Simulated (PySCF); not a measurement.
C4H7O2 (doublet state).
Geometry (GFN2-xTB, Å), atoms numbered from 1 in this order:
```
atom  x, y, z in Å
C1    -2.211    0.128    0.286
O2    -0.816    0.310    0.195
C3    -0.106   -0.689   -0.339
C4     1.307   -0.598   -0.473
C5     1.942    0.683    0.017
O6     1.956   -1.523   -0.964
H7    -2.615    1.035    0.733
H8    -2.454   -0.732    0.919
H9    -2.653   -0.023   -0.703
H10   -0.620   -1.582   -0.674
H11    1.727    0.819    1.074
H12    3.015    0.642   -0.138
H13    1.524    1.530   -0.523
```

The hyperfine couplings belong to this conformer and change with its torsions.

Identity: `CO[CH]C(C)=O` [radical].

The calculation used PySCF, UKS B3LYP, pcH-1 on C H O, non-relativistic, mean-field spin-orbit, GIAO. Isolated species at its GFN2-xTB geometry (one conformer only). The geometry wasn't refined by DFT: couplings that depend on bond lengths, twists or pyramidal angles can differ widely from those at the functional's own minimum. The SCF solution wasn't tested for stability.

Q: Where do the isotropic ENDOR lines of H10 and H7/H8/H9 fall at 342.3 mT, to first order?

A: ν± = |νn ± a/2|, one line for each electron-spin manifold; νn = |g_N| × 7.62259 MHz/T × B.

| nuclei | isotope | g_N | νn (MHz) | a_iso (MHz) | lower line (MHz) | upper line (MHz) |
| --- | --- | --- | --- | --- | --- | --- |
| H10 | 1H | 5.5857 | 14.57 | -45.28 | 8.06 | 37.21 |
| H7/H8/H9 | 1H | 5.5857 | 14.57 | 10.34 | 9.40 | 19.74 |

Q: Which pairs are centred on the nuclear Larmor frequency, and which on half the coupling?

A: Centred on νn, since |a| < 2νn: H7/H8/H9. Centred on |a|/2 and split by 2νn: H10.

Q: At what field would the lower line of H7/H8/H9 fall to zero frequency?

A: Where νn = |a|/2, that is B = 5.17 MHz/(5.5857 × 7.62259 MHz/T) = 121 mT, as far as first order holds there.

Nuclei that the bonding pattern makes equivalent are averaged, as if the motion that swaps them (rotation, inversion, ring flip) were fast. The three 1H nuclei of mean +10.3 MHz run from -1.3 to 16.2 MHz in the frozen geometry.

The largest Mulliken spin populations are on C3 (+0.66), O6 (+0.29), O2 (+0.14) and C4 (-0.07). The positive populations add up to 1.12 and the negative ones to -0.12, together 2S = 1. The angles at C3 add up to 360.0°, so it is planar; its axial dipolar tensor and the negative coupling of its proton fit spin in a p orbital normal to that plane.

Hardware: Arm Neoverse V2, one thread, no GPU, on a shared host. Cost: 28 s (grids of density and orbitals included), 0.76 GiB resident at most.
